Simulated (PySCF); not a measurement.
# Static response to an electric field

Compound: 3-mercapto-2-butanone, C4H8OS.
Geometry (GFN2-xTB, Å), atoms numbered from 1 in this order:
```
atom  x, y, z in Å
C1     1.963   -0.522    0.199
C2     0.618    0.008    0.611
O3     0.343    0.329    1.739
C4    -0.406    0.069   -0.511
C5    -1.504    1.088   -0.272
S6    -1.087   -1.642   -0.594
H7     2.478    0.243   -0.379
H8     1.849   -1.403   -0.429
H9     2.557   -0.762    1.077
H10    0.077    0.210   -1.479
H11   -1.912    0.964    0.729
H12   -2.301    0.969   -1.001
H13   -1.095    2.093   -0.353
H14   -1.581   -1.645    0.642
```

Level: B3LYP/def2-SVPD (PySCF), static field, nuclei fixed, core orbitals frozen in the response. The polarisability tensor in these axes (au):

```
x   77.83  1.09  3.79
y    1.09 74.05  4.58
z    3.79  4.58 68.64
```

**Question.** Diagonalise the tensor; give its mean and Δα, where Δα² is half the sum of the squared differences of the eigenvalues.

**Answer.** Principal values 65.38, 74.68 and 80.46 au; mean 73.51 au = 10.89 Å³ = 12.12 × 10⁻⁴⁰ C²·m²/J; Δα = 13.18 au (18 % of the mean).

**Question.** What is the dipole moment, and where does it point?

**Answer.** (0.69, 0.38, -2.00) D, 2.15 D in size, pointing from the negative to the positive side. Measured along this direction, the outermost atoms are O3 and H14 at the negative end and H10 at the positive end.

**Question.** In a dilute gas of rigid molecules at 250 K, how does the orientational term μ²/3kT compare with the electronic polarisability?

**Answer.** In Gaussian units μ²/3kT = 44.81 Å³ against 10.89 Å³, a ratio of 4.11; the Debye molar polarisation (4π/3)N_A(α + μ²/3kT) is 140.5 cm³/mol, leaving out the vibrational part.

**Question.** Form Σ f/ω² (atomic units) for the 8 lowest TDDFT singlets, given as eV and f, and set it beside the mean polarisability, which is this sum over all singlets: 4.25, 0.0089; 4.96, 0.0081; 5.74, 0.0134; 6.27, 0.0121; 6.49, 0.0233; 6.69, 0.0146; 7.05, 0.0223; 7.07, 0.0340.

**Answer.** They add up to 2.63 au, 3.6 % of the 73.51 au; the largest single term is 0.50 au, from the state at 7.07 eV. Terms in order: 0.36, 0.25, 0.30, 0.23, 0.41, 0.24, 0.33, 0.50 au. Higher excitations give the rest. The strengths listed sum to 0.137.

**Question.** What are the principal values of the traceless quadrupole moment, Θ = ½Σq(3rr − r²1), about the centre of nuclear charge?

**Answer.** -10.79, 3.21, 7.58 D·Å. The values depend on the origin, since the dipole doesn't vanish. The electronic extent ⟨r²⟩ about the same centre is 761 bohr², a root-mean-square distance of 1.95 Å for the 56 electrons.

The structure is a single GFN2-xTB conformer in the gas phase; no vibrational or solvent corrections.

These values come from a run that also computed excited states. The run took 20 s of wall time on one thread, x86-64 server, no GPU, shared host.
